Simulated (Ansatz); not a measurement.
**C₂HClF₂O: geometry optimisation**

Aim: relax C₂HClF₂O at this level.

Method: RKS PBE0-D4/def2-SVPD; program: Ansatz 0.2.0.

1 further run of the same task is left out (set aside as unsound or not needed).

**1. The starting structure**

SMILES `FC1(F)OC1Cl`, 7 atoms, charge 0, spin multiplicity 1.

Atoms are counted from 1 here; the program's logs count them from 0.

Bond lengths: F1–C2 1.340 Å, C2–F3 1.347 Å, C2–O4 1.378 Å, C2–C5 1.463 Å, O4–C5 1.456 Å, C5–Cl6 1.758 Å, C5–H7 1.101 Å. Angles: F1–C2–F3 109.0°, F1–C2–O4 117.2°, F1–C2–C5 122.7°, F3–C2–O4 116.4°, F3–C2–C5 122.2°, O4–C2–C5 61.6°, C2–O4–C5 62.1°, C2–C5–O4 56.3°, C2–C5–Cl6 121.9°, C2–C5–H7 121.7°, O4–C5–Cl6 117.5°, O4–C5–H7 114.9°, Cl6–C5–H7 112.3°.

Geometry (Å):

```xyz
7
charge 0, multiplicity 1
F    -0.36369   -1.27591    1.21673
C    -0.10834   -0.73396    0.01835
F    -0.63132   -1.52227   -0.94024
O     1.16885   -0.26599   -0.20265
C     0.08331    0.70368   -0.17311
Cl    0.04074    1.83417    1.17258
H    -0.12826    1.19238   -1.13726
```

**2. Relaxation**

input.yaml reads:

```yaml
crystal:
  periodic: [false, false, false]
  atoms:
    - { symbol: F, position_ang: [-0.363695, -1.275915, 1.216728] }
    - { symbol: C, position_ang: [-0.108335, -0.733955, 0.018354] }
    - { symbol: F, position_ang: [-0.631322, -1.522272, -0.940238] }
    - { symbol: O, position_ang: [1.168854, -0.265987, -0.202648] }
    - { symbol: C, position_ang: [0.083311, 0.703675, -0.173112] }
    - { symbol: Cl, position_ang: [0.040744, 1.834174, 1.172576] }
    - { symbol: H, position_ang: [-0.128257, 1.192379, -1.13726] }
basis:
  gaussian: { orbitals: def2-SVPD }
hamiltonian:
  xc: pbe0
  dispersion: d4
output:
  forces: true
relax:
  f_tol: 0.003
  max_steps: 120
```

Run with:

```bash
> ansatz run input.yaml --threads 1 --pin off --max-ram 2560MiB --backend cpu --events-out ev --progress --plain --runs-dir out
```

**Question.** What will these runs give? Wanted: energy gained; root mean square move; dipole moment.

As calculated:

```
             quantity      value
        energy gained  0.0440 eV
root mean square move    0.019 Å
        dipole moment     1.64 D
```

Bond lengths: F1–C2 1.321 Å, C2–F3 1.327 Å, C2–O4 1.359 Å, C2–C5 1.451 Å, O4–C5 1.431 Å, C5–Cl6 1.740 Å, C5–H7 1.093 Å. Angles: F1–C2–F3 109.3°, F1–C2–O4 117.2°, F1–C2–C5 122.5°, F3–C2–O4 116.5°, F3–C2–C5 122.1°, O4–C2–C5 61.1°, C2–O4–C5 62.6°, C2–C5–O4 56.3°, C2–C5–Cl6 121.7°, C2–C5–H7 121.4°, O4–C5–Cl6 117.4°, O4–C5–H7 115.1°, Cl6–C5–H7 112.7°. No frequencies were computed here.
